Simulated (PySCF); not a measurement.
Molecule: `C=N`, CH3N.

Atoms are numbered as in `[CH2:1]=[NH:2]`; H(Xn) means a hydrogen on atom n. Ha(C1) is cis to H(N2); Hb(C1) is trans to H(N2).

Spin–spin couplings on one PBE0-D3(BJ)/def2-SVP geometry, PySCF 2.14.0 with density-fitted response routines, gas phase, non-relativistic, equivalent pairs averaged; isotopes ¹³C, ¹H, ¹⁵N; basis pcJ-1.

How do the couplings (Hz) change with the functional? Times are CPU seconds on 1 thread of an Arm Neoverse N1, shared host; the GGAs took longer than the global hybrids here, which isn't the general rule, and the cause wasn't traced.

Results:


```tsv
functional	functions	¹J(C1,Hb(C1))	¹J(C1,Ha(C1))	¹J(N2,H(N2))	¹J(C1,N2)	²J(Hb(C1),Ha(C1))	²J(N2,Hb(C1))	²J(C1,H(N2))	core-s
LDA	84	143.4	125.3	-35.4	4.2	15.9	-11.9	-6.5	2.1
PBE	84	169.1	146.9	-38.6	1.1	19.3	-13.3	-9.6	3.2
KT2	84	182.0	155.8	-38.9	5.6	23.5	-15.4	-11.4	3.4
B3LYP	84	184.2	163.6	-45.2	-3.2	20.1	-13.2	-12.1	3.1
PBE0	84	174.0	154.2	-42.6	-2.9	17.5	-12.0	-13.1	2.9
B97-2	84	168.4	149.7	-42.7	-3.3	16.7	-11.6	-12.0	2.7
BHandHLYP	84	197.2	178.6	-52.7	-11.2	18.4	-11.1	-18.7	3
CAM-B3LYP	84	181.4	162.1	-45.1	-3.7	19.3	-12.9	-12.5	3.5
``` Left out for a near triplet instability: HF/pcJ-1.
